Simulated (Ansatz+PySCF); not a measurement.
Results of a calculation; reference values are marked as such.
This PySCF input gave a total energy of -56.12081 hartree.

```python
from pyscf import gto, scf, mp

mol = gto.M(atom="""
N 0.000000 0.000000 0.121580
H 1.824910 0.000000 -0.668710
H -0.467920 0.810470 -0.283700
H -0.467920 -0.810470 -0.283700
""", basis='6-31g', charge=0, spin=0)
mf = scf.UHF(mol)
mf.kernel()
pt = mp.MP2(mf, frozen=1).run()
print(mf.e_tot, pt.e_corr, pt.e_tot)
```

(1) Write an input for Ansatz with the same method and basis set.

## Answers

(1)

```yaml
crystal:
  periodic: [false, false, false]
  atoms:
    - { symbol: "N", position_ang: [0.0, 0.0, 0.12158] }
    - { symbol: H, position_ang: [1.82491, 0.0, -0.66871] }
    - { symbol: H, position_ang: [-0.46792, 0.81047, -0.2837] }
    - { symbol: H, position_ang: [-0.46792, -0.81047, -0.2837] }
basis:
  gaussian: { orbitals: "6-31G" }
magnetization:
  spin_polarized: true
hamiltonian:
  xc: hf
correlation:
  method: mp2
  frozen_orbitals: { H: 0, "N": 1 }
scf:
  omitted_lower_state_checks: [stability, starts, atomic_configurations, cluster_reference, orbital_swaps, given_window_search, neighbouring_geometries, increment]
```

Ansatz (development build ahead of 0.2.0) gave -56.12081 hartree, 0.03 meV from the first. This is not the lowest solution: another run reaches a determinant 1.74 eV lower. Caution: large amplitudes, a single reference is doubtful.
